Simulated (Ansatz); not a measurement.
Relaxation of H5S2Si (8 atoms, charge 1, multiplicity 1), to a largest force component of 0.015 eV/Å in at most 40 steps.

These are results of RKS B3LYP-D4/def2-SVPD (Ansatz), not measurements.

```xyz
8
Properties=species:S:1:pos:R:3:forces:R:3
S -1.897 -0.116 -0.636 0.11 -0.96 0.21
Si 0.040 0.683 -0.382 -0.11 -0.52 0.39
S 1.112 -1.332 0.321 0.02 -0.11 -0.99
H -2.510 0.990 -1.041 -0.24 0.79 -0.26
H 0.869 0.939 -1.544 0.28 0.20 -0.44
H 0.287 1.480 0.810 0.07 0.43 0.27
H 1.903 -0.860 1.290 0.38 0.34 0.42
H 0.195 -1.784 1.181 -0.51 -0.17 0.39
```

Where does it end, and by what steps?

The forces met the threshold. Limits of this set-up: the dipole of an ion depends on the origin. After 19 steps the energy has fallen by 0.274 eV; H4 moved furthest, 1.12 Å.

```json
{"step": "0", "energy less start (eV)": "0.0000", "largest force component (eV/Å)": "0.986", "accepted": "yes"}
{"step": "1", "energy less start (eV)": "0.0262", "largest force component (eV/Å)": "0.947", "accepted": "no"}
{"step": "2", "energy less start (eV)": "-0.0667", "largest force component (eV/Å)": "0.303", "accepted": "yes"}
{"step": "3", "energy less start (eV)": "-0.0743", "largest force component (eV/Å)": "0.273", "accepted": "yes"}
{"step": "4", "energy less start (eV)": "-0.0800", "largest force component (eV/Å)": "0.051", "accepted": "yes"}
{"step": "5", "energy less start (eV)": "-0.0851", "largest force component (eV/Å)": "0.163", "accepted": "yes"}
{"step": "6", "energy less start (eV)": "-0.0973", "largest force component (eV/Å)": "0.245", "accepted": "yes"}
{"step": "7", "energy less start (eV)": "-0.0937", "largest force component (eV/Å)": "0.734", "accepted": "no"}
{"step": "8", "energy less start (eV)": "-0.1133", "largest force component (eV/Å)": "0.225", "accepted": "yes"}
{"step": "9", "energy less start (eV)": "-0.1283", "largest force component (eV/Å)": "0.360", "accepted": "yes"}
{"step": "10", "energy less start (eV)": "-0.1478", "largest force component (eV/Å)": "0.683", "accepted": "yes"}
{"step": "11", "energy less start (eV)": "-0.1860", "largest force component (eV/Å)": "0.447", "accepted": "yes"}
{"step": "12", "energy less start (eV)": "-0.2315", "largest force component (eV/Å)": "0.326", "accepted": "yes"}
{"step": "13", "energy less start (eV)": "-0.2301", "largest force component (eV/Å)": "0.510", "accepted": "no"}
{"step": "14", "energy less start (eV)": "-0.2524", "largest force component (eV/Å)": "0.262", "accepted": "yes"}
{"step": "15", "energy less start (eV)": "-0.2657", "largest force component (eV/Å)": "0.157", "accepted": "yes"}
{"step": "16", "energy less start (eV)": "-0.2720", "largest force component (eV/Å)": "0.065", "accepted": "yes"}
{"step": "17", "energy less start (eV)": "-0.2711", "largest force component (eV/Å)": "0.110", "accepted": "no"}
{"step": "18", "energy less start (eV)": "-0.2735", "largest force component (eV/Å)": "0.017", "accepted": "yes"}
{"step": "19", "energy less start (eV)": "-0.2735", "largest force component (eV/Å)": "0.004", "accepted": "yes"}
```

```xyz
8
Properties=species:S:1:pos:R:3
S -2.126 0.482 -0.354
Si -0.055 0.794 -0.127
S 0.867 -1.388 0.195
H -2.056 0.196 -1.680
H 0.728 1.172 -1.320
H 0.276 1.442 1.155
H 2.075 -1.057 0.731
H 0.290 -1.641 1.400
```

Run time: 59 s on 2 threads of Intel(R) Xeon(R) Platinum 8259CL CPU @ 2.50GHz (Skylake/Cascade Lake) (shared host), peak memory 0.28 GiB.
